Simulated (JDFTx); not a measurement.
System: trimethylamine, C3H9N (SMILES CN(C)C), charge 0, multiplicity 1; geometry: optimised with GFN2-xTB in vacuum (no frequencies checked; largest PBE force component 0.5 eV/Å). Coordinates in Å:
```xyz
13

C     -0.596    -1.252    -0.331
N     -0.067     0.022    -0.767
C      1.302     0.201    -0.331
C     -0.906     1.118    -0.331
H     -0.639    -1.343     0.767
H      0.032    -2.052    -0.721
H     -1.602    -1.375    -0.728
H      1.401     0.212     0.767
H      1.681     1.144    -0.723
H      1.912    -0.610    -0.726
H     -0.965     1.198     0.767
H     -0.508     2.052    -0.726
H     -1.912     0.976    -0.723
```

Method: PBE, GBRV ultrasoft potentials, plane waves to 20/100 Ha, in a modified build of JDFTx. Liquid: CANDLE, water, 2 M NaCl. The liquid run sits in a periodic box with 3.75 Å from the outermost atoms to the faces; the vacuum run is isolated. The box matters at about 0.01 eV. Solvation energy here means the total energy in the continuum liquid minus that in vacuum, same nuclei, nothing added for thermal motion or standard states.

This is the neutral, unprotonated base.

The solvation energy comes out as -2.7 kJ/mol, the part: cavitation term of the fluid is 50 kJ/mol and the part: dispersion term of the fluid is -42 kJ/mol. The part: electrostatic term of the fluid is -13.6 kJ/mol. The part: distortion of the solute's electrons comes out as 3.1 kJ/mol, the dipole moment in vacuum comes out as 0.42 D and the dipole moment in the liquid is 0.87 D. The highest occupied level in vacuum (zero: vacuum level) is -4.87 eV and the highest occupied level in the liquid (zero: bulk electrolyte) comes out as -4.84 eV. The volume of the model's cavity comes out as 246.1 Å³ and the rough cost, vacuum and liquid run is 3 min and 3 min of core time.
